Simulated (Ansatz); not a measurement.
Worked example: correlation energy of BP₂H⁺, doublet

Geometry: that of the BP2H, singlet, kept fixed.

```json
{"atom": "P", "x (Å)": "0.0000", "y (Å)": "-0.2584", "z (Å)": "1.0345"}
{"atom": "B", "x (Å)": "0.0000", "y (Å)": "1.2536", "z (Å)": "0.0000"}
{"atom": "P", "x (Å)": "0.0000", "y (Å)": "-0.2584", "z (Å)": "-1.0345"}
{"atom": "H", "x (Å)": "0.0000", "y (Å)": "2.4367", "z (Å)": "0.0000"}
```

Basis cc-pVDZ; Ansatz 0.2.0. Correlated methods freeze the noble-gas cores, which leaves 13 electrons in 44 orbitals. Prefix R: restricted or restricted open-shell reference; prefix U: unrestricted.

Full CI isn't at hand for all of this; UCCSDT(Q) serves as the reference, and is uncertain by the last step of the cluster series or more.

UCCSD has a T1 diagnostic of 0.018 and a largest doubles amplitude of 0.10.

Runs differ by some tens of microhartree through their thresholds and, for an open shell, their frozen cores, so steps under 0.03 kcal/mol mean nothing.

```json
{"level": "UHF", "total energy (hartree)": "-706.413900"}
{"level": "UMP2", "total energy (hartree)": "-706.696994"}
{"level": "UCCSD", "total energy (hartree)": "-706.726244"}
{"level": "UCCSD(T)", "total energy (hartree)": "-706.744002"}
{"level": "UCCSDT", "total energy (hartree)": "-706.744991"}
{"level": "UCCSDT(Q)", "total energy (hartree)": "-706.746836"}
```

**Question.** What is the correlation energy at UCCSDT(Q), and what share of it do UMP2 and UCCSDT recover?

**Answer.** E(corr) = -706.746836 − (-706.413900) = -0.332936 hartree = -9.060 eV. UMP2: -0.283094 / -0.332936 = 85.03 %. UCCSDT: -0.331091 / -0.332936 = 99.45 %.

**Question.** By how many kcal/mol does UCCSD(T) miss UCCSDT(Q) (1 hartree = 627.509 kcal/mol), and which steps make up the rest?

**Answer.** -706.744002 − (-706.746836) = 0.002834 hartree = 1.78 kcal/mol. Steps: UCCSDT − UCCSD(T) = -0.62, UCCSDT(Q) − UCCSDT = -1.16 kcal/mol. Differences between like states or geometries often cancel part of this.
